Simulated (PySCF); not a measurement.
Isomers of C5H5N, one conformer each. Computed with core-valence-separated Tamm–Dancoff BHandHLYP/aug-pcX-1 (pcseg-1 on H) in PySCF, non-relativistic, gas phase, PBE0-D3(BJ)/def2-SVP geometry. No empirical shift is added; at this level the pattern usually sits a few eV under experiment.

P. `N#C[C@H]1[C@H]2C[C@@H]12`
Q. `[H]/N=C\C(=C)C#C`

Main lines, eV (oscillator strength):
1. C K: 281.9 (0.061), 283.0 (0.095), 283.1 (0.063), 283.4 (0.034), 283.6 (0.101); N K: 395.7 (0.058), 400.3 (0.017)
2. C K: 283.9 (0.063), 284.0 (0.062), 285.9 (0.084), 286.1 (0.044), 286.4 (0.014); N K: 397.2 (0.064), 397.4 (0.061)
Listed: the first five lines at most of each edge with a tenth or more of its strongest line's intensity; roots within 0.03 eV on the same or equivalent atoms are summed. Only the lowest roots were sought, and the top ones are left out.

Q: Which spectrum belongs to which isomer?

A: 1 = Q, 2 = P.
- P: first C line listed at 283.9 eV, hole on the nitrile carbon (1s→π*); first N line listed at 397.2 eV, hole on the nitrile nitrogen (1s→π*).
- Q: first C line listed at 281.9 eV, hole on the terminal =CH2 carbon (1s→π*); first N line listed at 395.7 eV, hole on the imine nitrogen (1s→π*).

Q: What are the ground-state energies of the isomers at BHandHLYP/aug-pcX-1 (pcseg-1 on H), relative to the lowest?

A: P 0.0, Q 15.7 kJ/mol (electronic energies on these geometries, no dispersion or zero-point terms).
